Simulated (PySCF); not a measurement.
Job for PySCF: R-B3LYP/6-31G* on C2H2N2 (a complex).

```python
from pyscf import gto, scf, dft, mp
from pyscf.data.elements import chemcore

mol = gto.M(
    atom='''
    H     0.00000000    0.00000000    3.85521306
    C     0.00000000    0.00000000    2.78649976
    N     0.00000000    0.00000000    1.63150791
    H     0.00000000    0.00000000   -0.59377492
    C     0.00000000    0.00000000   -1.66809824
    N     0.00000000    0.00000000   -2.82525056
    ''',
    basis='6-31g*',
    cart=True,
    charge=0, spin=0, verbose=3, max_memory=1800)
mf = dft.RKS(mol, xc='b3lyp')
mf.conv_tol = 1e-8
mf.max_cycle = 100
mf.kernel()
if not mf.converged:
    mf = mf.newton().run(mf.mo_coeff, mf.mo_occ)
```

Program output:

```
converged SCF energy = -186.85342644668
```

The calculation finished and met its thresholds.

Cost: very roughly 3 core-seconds.
